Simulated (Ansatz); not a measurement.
Strength of the C–H bond: CHCl2F → CCl2F + H

Species: CHCl2F `FC(Cl)Cl`, singlet; CCl2F (dichlorofluoromethyl radical) `F[C](Cl)Cl`, doublet; H atom, doublet. 

Shapes, held fixed at every level: PBE0-D4/def2-TZVP. Programs: Ansatz 0.2.0. The zero-point and thermal change to 298 K, harmonic and unscaled (PBE0-D4/def2-TZVP), is -27.7 kJ/mol.

Estimate ΔH(298 K) of this reaction.

The highest level, CCSD(T)/CBS estimate, gives ΔH(298 K) = +412.6 kJ/mol; the levels span +383.6 to +412.6. The column of differences is taken from that level and isn't an error. No measured value is set beside it here. Open shells run unrestricted unless RO is named. The CBS estimate extrapolates MP2 from def2-TZVPP and def2-QZVPP and adds CCSD(T) − MP2 in the triple-zeta set, cores frozen. Times are processor times on shared x86 and Arm servers, and rough.

```json
{"level": "BHLYP-D4/def2-TZVPP", "kind": "global hybrid", "ΔH(298 K) (kJ/mol)": "+395.3", "less CCSD(T)/CBS estimate": "-17.3", "CPU time (sum over the molecules)": "9.1 s"}
{"level": "PBE0-D4/def2-TZVPP", "kind": "global hybrid", "ΔH(298 K) (kJ/mol)": "+386.7", "less CCSD(T)/CBS estimate": "-25.9", "CPU time (sum over the molecules)": "8.9 s"}
{"level": "r2SCAN0-D4/def2-TZVPP", "kind": "global hybrid", "ΔH(298 K) (kJ/mol)": "+383.6", "less CCSD(T)/CBS estimate": "-29.0", "CPU time (sum over the molecules)": "15 s"}
{"level": "wB97X-V/def2-TZVPP", "kind": "range-separated hybrid", "ΔH(298 K) (kJ/mol)": "+400.6", "less CCSD(T)/CBS estimate": "-12.0", "CPU time (sum over the molecules)": "23 s"}
{"level": "B2PLYP/def2-TZVPP", "kind": "double hybrid", "ΔH(298 K) (kJ/mol)": "+396.8", "less CCSD(T)/CBS estimate": "-15.8", "CPU time (sum over the molecules)": "15 s"}
{"level": "CCSD(T)/def2-SVP", "kind": "coupled cluster or CI", "ΔH(298 K) (kJ/mol)": "+389.4", "less CCSD(T)/CBS estimate": "-23.2", "CPU time (sum over the molecules)": "6.4 s"}
{"level": "CCSD(T)/CBS estimate", "kind": "coupled cluster or CI", "ΔH(298 K) (kJ/mol)": "+412.6", "less CCSD(T)/CBS estimate": "0.0", "CPU time (sum over the molecules)": "1.9 min"}
```
